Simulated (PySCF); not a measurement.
Dissociation curve of CHN, SMILES C#N. The C1–N3 bond (C1 also carries H; N3 carries nothing else) is stretched with both fragments frozen at the PBE0/def2-TZVP optimised geometry. Each curve is given relative to its own lowest point near equilibrium.

```csv
R / Å,A,B,C
0.86,11.855,12.032,11.151
0.91,7.320,7.478,6.758
0.97,3.712,3.844,3.306
1.02,1.833,1.940,1.547
1.07,0.706,0.783,0.532
1.12,0.136,0.182,0.072
1.15,0.000,0.024,0.000
1.19,0.005,0.000,0.091
1.21,0.078,0.067,0.202
1.28,0.591,0.548,0.850
1.32,1.016,0.951,1.354
1.41,2.166,2.055,2.696
1.56,4.216,4.096,4.997
1.73,6.129,6.112,6.810
1.91,7.510,7.596,8.179
2.05,8.216,8.366,8.934
2.28,8.854,9.088,—
2.51,9.102,9.378,—
2.82,9.213,9.506,—
3.07,9.244,9.541,—
3.46,9.265,9.564,—
4.01,9.277,9.576,—
```

Energies in eV.

Question: Which curve belongs to which method? The methods are CCSD on UHF/cc-pVDZ, 2 core orbitals frozen (PySCF); CCSD(T) on UHF/cc-pVDZ, 2 core orbitals frozen (PySCF); unrestricted M06-2X/6-31G*, spherical d (PySCF 2.14.0).

Answer: A is UCCSD; B is UCCSD(T); C is UKS-M06-2X/6-31G*.

Dashes: no converged value, or the column stops at the first point that the program doubted or that broke a chosen test of continuity, which isn't proof of a fault.

The unrestricted solution behind UCCSD(T), UCCSD changes between 1.41 and 1.56 Å, which can leave a kink. The unrestricted determinant behind UCCSD(T), UCCSD is spin-contaminated at 1.21 to 4.01 Å (<S²> up to 3.0, against 0.00 for a pure singlet). The unrestricted solution behind UKS-M06-2X/6-31G* changes between 1.56 and 1.73 Å and between 1.73 and 1.91 Å, which can leave a kink. The unrestricted determinant behind UKS-M06-2X/6-31G* is spin-contaminated at 1.56 to 4.01 Å (<S²> up to 2.2, against 0.00 for a pure singlet).
